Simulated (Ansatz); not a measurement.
in.yaml

```yaml
crystal:
  periodic: [false, false, false]
  atoms:
    - {symbol: Ga, position_ang: [0.000000, 0.009778, 0.363153]}
    - {symbol: Be, position_ang: [0.000000, -0.249101, -2.612262]}
    - {symbol: H, position_ang: [0.000000, 1.550888, -1.763963]}
basis:
  gaussian: {orbitals: cc-pVDZ}
correlation: {method: fic_mrcisd_q, electrons: outside_noble_gas, active_space: {window: {electrons: 6, orbitals: 9}, shells: [{species: Be, l: s, shell: 2}, {species: Be, l: p, shell: 2}, {species: Ga, l: s, shell: 4}, {species: Ga, l: p, shell: 4}, {species: H, l: s, shell: 1}]}}
```

```sh
$ ansatz run in.yaml --threads 1 --pin off --events-out ev --progress --plain --max-ram 2393MiB
```

Log:

```
883 factors; integrals over basis functions are off by at most 2.6e-7 eV
mean field evaluation 1: about -52742.8808 eV, gradient 9.5e0 eV
mean field evaluation 2: about -52742.9026 eV, gradient 9.5e0 eV
mean field evaluation 4: about -52743.7777 eV, gradient 9.6e-1 eV
mean field evaluation 8: about -52743.7990 eV, gradient 2.1e-1 eV
mean field evaluation 16: about -52721.5433 eV, gradient 3.0e1 eV
mean field evaluation 32: about -52739.5566 eV, gradient 2.2e-6 eV
mean field evaluation 64: about -52739.5566 eV, gradient 4.1e-5 eV
mean field evaluation 96: about -52739.5566 eV, gradient 2.9e-3 eV
mean field -52743.80109314 eV, -1938.2989391405 hartree, gradient 2.7e-6 eV, S^2 0.000000; 6 other end points of the search recorded, 0 dependent functions left out; unrestricted orbitals would lower it
reference -52743.80109314 eV, -1938.2989391405 hartree; 18, 18 occupied and 28, 28 virtual orbitals, 883 factors
state -52746.25401399 eV, -1938.3890823192 hartree
contracted CI cycle   1: correlation 0.00000000 eV, 0.0000000000 hartree, residual 6.35e0 eV
contracted CI cycle   2: correlation -1.02247749 eV, -0.0375753547 hartree, residual 1.44e0 eV
contracted CI cycle   3: correlation -1.07155484 eV, -0.0393789141 hartree, residual 3.24e-1 eV
contracted CI cycle   4: correlation -1.07373315 eV, -0.0394589653 hartree, residual 8.19e-2 eV
contracted CI cycle   5: correlation -1.07387491 eV, -0.0394641751 hartree, residual 2.08e-2 eV
contracted CI cycle   6: correlation -1.07388468 eV, -0.0394645341 hartree, residual 5.54e-3 eV
contracted CI cycle   7: correlation -1.07388535 eV, -0.0394645587 hartree, residual 1.40e-3 eV
contracted CI cycle   8: correlation -1.07388539 eV, -0.0394645603 hartree, residual 3.88e-4 eV
state -52746.25401399 eV, -1938.3890823192 hartree; corrected -52747.36562365 eV, -1938.4299332207 hartree
Total energy: -52747.36562365 eV, -1938.4299332207 hartree
Checks for a lower state left out: starts, orbital_swaps
```

For the same geometry and basis full CI lies 6.1 meV lower.

Ran on 1 thread of Arm Neoverse V2, shared host: 6 s wall, 0.34 GiB peak host memory.
